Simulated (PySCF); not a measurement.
**Assigning NMR signals**

Molfile (atoms numbered from 1):
```
C5H8
     RDKit          3D

 13 13  0  0  0  0  0  0  0  0999 V2000
    2.2468   -0.1495   -0.1725 C   0  0  0  0  0  0  0  0  0  0  0  0
    1.0159   -0.3128    0.2835 C   0  0  0  0  0  0  0  0  0  0  0  0
   -0.1831    0.2564   -0.3459 C   0  0  0  0  0  0  0  0  0  0  0  0
   -1.3307    0.7087    0.5207 C   0  0  0  0  0  0  0  0  0  0  0  0
   -1.4758   -0.5186   -0.3152 C   0  0  0  0  0  0  0  0  0  0  0  0
    2.4496    0.4291   -1.0587 H   0  0  0  0  0  0  0  0  0  0  0  0
    3.0998   -0.5850    0.3181 H   0  0  0  0  0  0  0  0  0  0  0  0
    0.8389   -0.8982    1.1768 H   0  0  0  0  0  0  0  0  0  0  0  0
    0.0164    0.8379   -1.2381 H   0  0  0  0  0  0  0  0  0  0  0  0
   -1.8644    1.6009    0.2311 H   0  0  0  0  0  0  0  0  0  0  0  0
   -1.2322    0.5889    1.5892 H   0  0  0  0  0  0  0  0  0  0  0  0
   -2.1091   -0.4801   -1.1882 H   0  0  0  0  0  0  0  0  0  0  0  0
   -1.4764   -1.4772    0.1814 H   0  0  0  0  0  0  0  0  0  0  0  0
  1  2  2  0
  2  3  1  0
  3  4  1  0
  4  5  1  0
  5  3  1  0
  1  6  1  0
  1  7  1  0
  2  8  1  0
  3  9  1  0
  4 10  1  0
  4 11  1  0
  5 12  1  0
  5 13  1  0
M  END
```

Level of theory: shieldings: GIAO PBE0/pcSseg-1, GFN2-xTB geometry, in PySCF 2.14.0 with density-fitted response routines (no relativistic terms, one conformer, gas phase, averaged over atoms made equivalent by symmetry, fast rotation or ring inversion).

δ = σ(ref) − σ, references computed at the same level: ¹³C (σref 186.93), ¹H (σref 31.72) against TMS.

(1) Assign these signals to the numbered atoms. ¹³C{¹H} NMR (computed): δ 151.8, 118.2, 20.2, 9.1.

(2) Assign these signals to the numbered atoms. ¹H NMR (400 MHz, computed): δ 5.50 (m, 1H), 5.32 (m, 1H), 5.22 (m, 1H), 1.35 (m, 1H), 0.75 (m, 2H), 0.31 (m, 2H).

## Answers

(1) 
151.8 → C2, alkene CH: an sp2 carbon of a C=C bond
118.2 → C1, terminal =CH2 carbon: an sp2 carbon of a C=C bond
20.2 → C3, three-membered-ring carbon: carbons of three-membered rings are unusually shielded
9.1 → C4/C5, three-membered-ring carbon

(2) 
5.50 → H6, hydrogen on a terminal =CH2 carbon: olefinic region
5.32 → H8, hydrogen on an alkene CH: olefinic region
5.22 → H7, hydrogen on a terminal =CH2 carbon: attached to an sp2 carbon and in the plane of the double bond
1.35 → H9, hydrogen on a three-membered-ring carbon: cyclopropane-type protons are shielded by the ring
0.75 → H10/H12, hydrogen on a three-membered-ring carbon
0.31 → H11/H13, hydrogen on a three-membered-ring carbon

H8 and H7 lie closer than the usual error of such a calculation, so a measured spectrum could show them in the other order.

Shifts are as computed. Against solution values, carbons near 30 ppm lie about +3 ppm off and those near 130 ppm about +5 ppm (rms about the fit 2.1 ppm; single classes can miss by 10 ppm). Of 1328 compounds with measured shifts, 309 miss one by over three times the rms of a fit or turn the order of signals round; such compounds aren't used in these exercises. Signals without a measured value on file couldn't be tested in this way; 1H shifts scatter by 0.2 ppm about their fit, and single ones miss by 0.5 ppm. No couplings were computed; multiplicities are counted from neighbouring protons, with m where these are inequivalent, close in shift, in a saturated or five-membered ring or joined by F or P, and br s for small geminal =CH2 splittings.
